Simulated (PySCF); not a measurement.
# Cost of excited-state runs on `C(#N)C=O`, C2HNO

Geometry:
```json
{"atom": "N1", "x (Å)": "1.892", "y (Å)": "-0.206", "z (Å)": "0.574"}
{"atom": "C2", "x (Å)": "0.791", "y (Å)": "-0.058", "z (Å)": "0.255"}
{"atom": "C3", "x (Å)": "-0.612", "y (Å)": "0.088", "z (Å)": "-0.164"}
{"atom": "O4", "x (Å)": "-1.212", "y (Å)": "1.124", "z (Å)": "-0.044"}
{"atom": "H5", "x (Å)": "-1.064", "y (Å)": "-0.821", "z (Å)": "-0.591"}
```

PySCF with density fitting, on 1 thread of an Arm Neoverse V1, shared host. Command: `OMP_NUM_THREADS=1 python excited_run.py task.json out`

Problem. How long does each of these runs take, and how much memory?
- vibronic structure, CAM-B3LYP/6-31+G*; Tamm-Dancoff; with frequencies; grid level 1
- excited-state relaxation, CAM-B3LYP/6-31+G*; state S1; TDA; with frequencies; grid level 1
- excited-state relaxation, CAM-B3LYP/6-31+G*; state T1; TDA; grid level 1
- excited-state relaxation, CAM-B3LYP/6-31+G*; state T1; UKS; with frequencies; grid level 1

Solution. 
```
                     run              level  basis functions  wall time  peak memory (GiB)
      vibronic structure  CAM-B3LYP/6-31+G*               74      3.8 s                0.4
excited-state relaxation  CAM-B3LYP/6-31+G*               74      110 s               0.41
excited-state relaxation  CAM-B3LYP/6-31+G*               74       21 s                0.4
excited-state relaxation  CAM-B3LYP/6-31+G*               74       81 s               0.44
```
Times from a shared host are rough.
